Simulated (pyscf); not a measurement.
Single points on ωB97X-D3(BJ)/def2-SVP structures (PySCF, gas phase). Correlated levels are frozen-core, on RHF or UHF. ΔMP2 is the change of the MP2 total energy from the triple- to the quadruple-zeta basis.

### Question
How much does it cost (ΔH, 298 K, CCSD(T)/def2-TZVPP + ΔMP2(QZVPP)) to split `[CH][CH2][I]` [singlet] at its C–I bond into •HC=CH₂ + I•?

### Answer
C–I to •HC=CH₂ + I•: 0.7 kcal/mol. The radicals are drawn with the spin at the cut bond; how far it spreads was not checked. :HC–CH₂–I [singlet] lies 72.2 kcal/mol over its isomer H₂C=CH–I, and others may lie lower still (electronic energy, ωB97M-D3(BJ)). Other isomers of •HC=CH₂ were not searched in full and may lie lower. The CCSD(T) − MP2 part came from Ansatz, without density fitting, on the same reference. A UHF reference is spin-contaminated (<S²> up to 0.96), which harms MP2 most. The frozen core leaves the outer d or s,p core shells of the metals and heavy elements correlated in the MP2 and CC values, and def2-TZVPP describes them poorly, which can shift differences by a few kcal/mol. Left out: the spin-orbit lowering of I, which is large for Br, Se, Te and I. Elements past Kr carry the def2 core potentials, without spin-orbit coupling.
